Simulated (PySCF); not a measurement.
Gas-phase reaction: 2 BH + 4 HCl ⇌ B₂H₆ + 2 Cl₂

Computed with PySCF (xtb for GFN2) and rigid-rotor harmonic-oscillator thermochemistry at 1 bar. † marks an energy on the PBE0/def2-TZVP geometry and frequencies; other levels use their own. CCSD(T) freezes the core. All species are closed-shell singlets. B3LYP is the form with VWN-RPA correlation. CCSD(T) isn't extrapolated to the basis-set limit; its ΔH°(298 K) is -409.1 kJ in def2-SVP and -435.4 kJ in def2-TZVPP. The harmonic model lacks anharmonicity and excited electronic states, which grow with temperature; levels with a mode under 35 cm⁻¹ are left out.

| level | ΔE electronic, kJ | ΔH°(298 K), kJ | ΔS°(298 K), J/K | ΔG°(800 K), kJ |
|---|---|---|---|---|
| B3LYP/def2-TZVP† | -564 | -513 | -413 | -175 |
| BLYP/def2-TZVP† | -562 | -512 | -413 | -173 |
| CCSD(T)/def2-TZVPP† | -486 | -435 | -413 | -97 |
| GFN2-xTB | -852 | -806 | -408 | -473 |
| HF/def2-TZVP† | -388 | -338 | -413 | 1 |
| PBE/def2-SVP | -638 | -591 | -409 | -257 |
| PBE/def2-TZVP† | -644 | -593 | -413 | -255 |
| PBE0/def2-QZVP† | -613 | -562 | -413 | -224 |
| LDA/def2-TZVP† | -764 | -713 | -413 | -375 |
| ωB97X-V/def2-TZVP† | -575 | -524 | -413 | -186 |
ΔH° is lowest at GFN2-xTB and highest at HF/def2-TZVP†. No reference value is set beside these.
